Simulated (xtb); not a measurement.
xtb input:

```bash
xtb mol.xyz --gfn 1 --sp --chrg 0 --uhf 0
```
mol.xyz:
```
11

C      0.89987723    -0.63980222     0.00820165
C      2.37731719    -0.24900855     0.01729122
C      0.00782472     0.58561474    -0.00172371
H      0.66398392    -1.24623472     0.88519130
H      0.67618002    -1.25155889    -0.86828578
H      3.01152601    -1.13632650     0.02439659
Cl    -1.74447778     0.13955873    -0.01255726
H      2.63841844     0.33933707    -0.86522713
H      2.62614223     0.34469621     0.89976719
H      0.15871891     1.20107121     0.88308760
H      0.17103800     1.19569335    -0.88807143
```

Problem. What final total energy does it print?

Solution. -14.37552 Eh (GFN1-xTB).
